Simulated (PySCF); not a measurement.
**Bond length, frequency and bond energy of AlC by level of theory**

State: ⁴Σ⁻ (quartet), unpaired electrons σ ↑, π ↑↑. Set-up: Al def2-SVPD, C def2-SVPD; no relativity (PySCF 2.14). De refers to Al + C in their high-spin ground configurations, without counterpoise correction. The functionals are run spin-unrestricted. A positive dipole means Al(−)C(+).

| Level | Re (Å) | ωe (cm⁻¹) | De (eV) | μ (D) |
| --- | --- | --- | --- | --- |
| UHF | 1.979 | 650 | 2.70 | -0.90 |
| UHF-MP2 | 1.988 | 638 | 3.31 | n/a |
| UHF-SCS-MP2 | 1.987 | 638 | 3.05 | n/a |
| UHF-CCSD | 1.983 | 642 | 3.18 | n/a |
| UHF-CCSD(T) | 1.985 | 639 | 3.26 | n/a |
| LDA | 1.961 | 648 | 4.35 | -1.93 |
| PBE | 1.982 | 624 | 3.81 | -1.88 |
| TPSS | 1.980 | 632 | 3.63 | -1.66 |
| r²SCAN | 1.976 | 641 | 3.70 | -1.57 |
| PBE0 | 1.973 | 641 | 3.60 | -1.70 |
| BHandHLYP | 1.968 | 646 | 3.19 | -1.75 |
| ωB97X | 1.973 | 643 | 3.46 | -1.58 |

(1) Which functional lies closest to UHF-CCSD(T) in De, which farthest, and by how much do they differ from it?

(2) What does a quarter of exact exchange do here, going from PBE to PBE0?

(3) What does the step from GGA to meta-GGA do here, going from PBE to r²SCAN?

Correlated steps freeze 6 core orbitals. Correlated levels converge slowly with the basis: in double zeta they bind strong bonds too weakly, by up to about 1 eV, and carry superposition errors of some tenths. The CCSD T1 diagnostic is raised, a sign that a single reference may not be enough here. The state is the lowest determinant that a PBE0 search found; another state may lie lower at other levels.

Answers

(1) Closest is BHandHLYP (-1.7 pm in Re, +1.1 % in ωe, -0.07 eV in De against UHF-CCSD(T) in the same basis), farthest LDA (-2.4 pm in Re, +1.4 % in ωe, +1.09 eV in De). CCSD(T) converges more slowly with the basis than the functionals do and binds too weakly in this one, so the order can change at the basis-set limit.

(2) PBE0 less PBE: -0.9 pm in Re, +2.7 % in ωe, -0.21 eV in De. Exact exchange removes part of the self-interaction that spreads semilocal densities, and in most molecules shortens and stiffens the bond and lowers De; so it does here.

(3) r²SCAN less PBE: -0.6 pm in Re, +2.7 % in ωe, -0.11 eV in De.
